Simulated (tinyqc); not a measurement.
Inside a calculation. Method: RKS/LDA (PW92) in the sto-3g basis, for H2F+, spin multiplicity 1. One step of it, computed by the program tinyqc.

Question. Iteration 2: building the Kohn-Sham matrix. J_ij = sum D_kl (ij|kl); F = H + J + V_xc; E = tr D H + tr D J / 2 + E_xc + E_nn.

D after iteration 1, lower triangle:
```
            1F 1s      1F 2s    1F 2px     1F 2py    1F 2pz      2H 1s     3H 1s
1F 1s    2.107455
1F 2s   -0.458549   2.003163
1F 2px   0.000000   0.000000  2.000000
1F 2py   0.000000   0.000000  0.000000   0.936047
1F 2pz   0.079588  -0.405642  0.000000   0.000000  1.195506
2H 1s   -0.020707  -0.063337  0.000000   0.461057  0.461648   0.694028
3H 1s   -0.020707  -0.063337  0.000000  -0.461057  0.461648  -0.003681  0.694028
```

core Hamiltonian H = T + V (hartree), lower triangle:
```
             1F 1s       1F 2s     1F 2px     1F 2py     1F 2pz      2H 1s      3H 1s
1F 1s   -40.960764
1F 2s    -9.612368  -11.437665
1F 2px    0.000000    0.000000  -9.089254
1F 2py    0.000000    0.000000   0.000000  -9.198184
1F 2pz   -0.008909   -0.110282   0.000000   0.000000  -9.116920
2H 1s    -1.207112   -2.875918   0.000000  -1.784784  -0.922835  -4.862161
3H 1s    -1.207112   -2.875918   0.000000   1.784784  -0.922835  -0.779159  -4.862161
```

Two-electron integrals (ij|kl) in chemists' order, unique and non-zero (hartree):
```
(11|11) 5.403501    (21|11) 0.841920    (21|21) 0.156299    (22|11) 1.268028
(22|21) 0.292344    (22|22) 0.926167    (31|31) 0.027998    (32|31) 0.043169
(32|32) 0.204588    (33|11) 1.264502    (33|21) 0.292403    (33|22) 0.925959
(33|33) 0.997514    (41|41) 0.027998    (42|41) 0.043169    (42|42) 0.204588
(43|43) 0.053770    (44|11) 1.264502    (44|21) 0.292403    (44|22) 0.925959
(44|33) 0.889973    (44|44) 0.997514    (51|51) 0.027998    (52|51) 0.043169
(52|52) 0.204588    (53|53) 0.053770    (54|54) 0.053770    (55|11) 1.264502
(55|21) 0.292403    (55|22) 0.925959    (55|33) 0.889973    (55|44) 0.889973
(55|55) 0.997514    (61|11) 0.106181    (61|21) 0.019557    (61|22) 0.036386
(61|33) 0.036329    (61|41) 0.000709    (61|42) 0.001336    (61|44) 0.036469
(61|51) 0.000358    (61|52) 0.000674    (61|54) 0.000070    (61|55) 0.036365
(61|61) 0.002472    (62|11) 0.283198    (62|21) 0.066230    (62|22) 0.235800
(62|33) 0.232272    (62|41) 0.004030    (62|42) 0.032144    (62|44) 0.240527
(62|51) 0.002031    (62|52) 0.016199    (62|54) 0.004160    (62|55) 0.234368
(62|61) 0.008417    (62|62) 0.075427    (63|31) 0.006759    (63|32) 0.040711
(63|43) 0.006675    (63|53) 0.003364    (63|63) 0.010911    (64|11) 0.177452
(64|21) 0.042014    (64|22) 0.160126    (64|33) 0.153395    (64|41) 0.008988
(64|42) 0.061283    (64|44) 0.172055    (64|51) 0.001123    (64|52) 0.010368
(64|54) 0.006040    (64|55) 0.154743    (64|61) 0.005551    (64|62) 0.062902
(64|64) 0.063004    (65|11) 0.089429    (65|21) 0.021174    (65|22) 0.080697
(65|33) 0.077305    (65|41) 0.001123    (65|42) 0.010368    (65|44) 0.079981
(65|51) 0.007325    (65|52) 0.045936    (65|54) 0.008024    (65|55) 0.084712
(65|61) 0.002797    (65|62) 0.031700    (65|64) 0.026253    (65|65) 0.024141
(66|11) 0.459049    (66|21) 0.109096    (66|22) 0.448889    (66|33) 0.434289
(66|41) 0.007870    (66|42) 0.089467    (66|44) 0.468849    (66|51) 0.003966
(66|52) 0.045088    (66|54) 0.017417    (66|55) 0.443067    (66|61) 0.013934
(66|62) 0.188996    (66|64) 0.183516    (66|65) 0.092485    (66|66) 0.774606
(71|11) 0.106181    (71|21) 0.019557    (71|22) 0.036386    (71|33) 0.036329
(71|41) -0.000709   (71|42) -0.001336   (71|44) 0.036469    (71|51) 0.000358
(71|52) 0.000674    (71|54) -0.000070   (71|55) 0.036365    (71|61) 0.002434
(71|62) 0.008147    (71|64) 0.004965    (71|65) 0.002711    (71|66) 0.013389
(71|71) 0.002472    (72|11) 0.283198    (72|21) 0.066230    (72|22) 0.235800
(72|33) 0.232272    (72|41) -0.004030   (72|42) -0.032144   (72|44) 0.240527
(72|51) 0.002031    (72|52) 0.016199    (72|54) -0.004160   (72|55) 0.234368
(72|61) 0.008147    (72|62) 0.059098    (72|64) 0.034347    (72|65) 0.023985
(72|66) 0.117473    (72|71) 0.008417    (72|72) 0.075427    (73|31) 0.006759
(73|32) 0.040711    (73|43) -0.006675   (73|53) 0.003364    (73|63) 0.008177
(73|73) 0.010911    (74|11) -0.177452   (74|21) -0.042014   (74|22) -0.160126
(74|33) -0.153395   (74|41) 0.008988    (74|42) 0.061283    (74|44) -0.172055
(74|51) -0.001123   (74|52) -0.010368   (74|54) 0.006040    (74|55) -0.154743
(74|61) -0.004965   (74|62) -0.034347   (74|64) -0.012209   (74|65) -0.013701
(74|66) -0.063780   (74|71) -0.005551   (74|72) -0.062902   (74|74) 0.063004
(75|11) 0.089429    (75|21) 0.021174    (75|22) 0.080697    (75|33) 0.077305
(75|41) -0.001123   (75|42) -0.010368   (75|44) 0.079981    (75|51) 0.007325
(75|52) 0.045936    (75|54) -0.008024   (75|55) 0.084712    (75|61) 0.002711
(75|62) 0.023985    (75|64) 0.013701    (75|65) 0.017798    (75|66) 0.052217
(75|71) 0.002797    (75|72) 0.031700    (75|74) -0.026253   (75|75) 0.024141
(76|11) 0.071230    (76|21) 0.016812    (76|22) 0.065108    (76|33) 0.064050
(76|44) 0.065539    (76|51) 0.000837    (76|52) 0.008061    (76|55) 0.065667
(76|61) 0.002108    (76|62) 0.020297    (76|64) 0.014941    (76|65) 0.009785
(76|66) 0.053760    (76|71) 0.002108    (76|72) 0.020297    (76|74) -0.014941
(76|75) 0.009785    (76|76) 0.006840    (77|11) 0.459049    (77|21) 0.109096
(77|22) 0.448889    (77|33) 0.434289    (77|41) -0.007870   (77|42) -0.089467
(77|44) 0.468849    (77|51) 0.003966    (77|52) 0.045088    (77|54) -0.017417
(77|55) 0.443067    (77|61) 0.013389    (77|62) 0.117473    (77|64) 0.063780
(77|65) 0.052217    (77|66) 0.261148    (77|71) 0.013934    (77|72) 0.188996
(77|74) -0.183516   (77|75) 0.092485    (77|76) 0.053760    (77|77) 0.774606
```

nuclear repulsion = 8.68382155 hartree

V_xc (hartree), lower triangle:
```
            1F 1s      1F 2s     1F 2px     1F 2py     1F 2pz      2H 1s      3H 1s
1F 1s   -3.284044
1F 2s   -0.471140  -0.888098
1F 2px   0.000000   0.000000  -0.902281
1F 2py   0.000000   0.000000   0.000000  -0.873699
1F 2pz   0.002993   0.010248   0.000000   0.000000  -0.871736
2H 1s   -0.059698  -0.213213   0.000000  -0.144279  -0.072425  -0.437046
3H 1s   -0.059698  -0.213213   0.000000   0.144279  -0.072425  -0.054038  -0.437046
```

E_xc = sum of w rho eps_xc = -9.77762262 hartree

Give: Coulomb J; Kohn-Sham matrix F; total energy of this density.

Answer.

Coulomb J (hartree), lower triangle:
```
         1F 1s  1F 2s  1F 2px  1F 2py  1F 2pz  2H 1s  3H 1s
1F 1s   19.428
1F 2s    3.674  9.089
1F 2px   0.000  0.000   9.110
1F 2py   0.000  0.000   0.000   9.081
1F 2pz  -0.010  0.003   0.000   0.000   9.051
2H 1s    0.460  2.301   0.000   1.566   0.794  4.608
3H 1s    0.460  2.301   0.000  -1.566   0.794  0.642  4.608
```

Kohn-Sham matrix F (hartree), lower triangle:
```
          1F 1s   1F 2s  1F 2px  1F 2py  1F 2pz   2H 1s   3H 1s
1F 1s   -24.816
1F 2s    -6.409  -3.236
1F 2px    0.000   0.000  -0.882
1F 2py    0.000   0.000   0.000  -0.991
1F 2pz   -0.016  -0.097   0.000   0.000  -0.938
2H 1s    -0.807  -0.788   0.000  -0.363  -0.201  -0.691
3H 1s    -0.807  -0.788   0.000   0.363  -0.201  -0.192  -0.691
```

total energy of this density = -98.30174 hartree

This density is a damped mixture and is not idempotent.
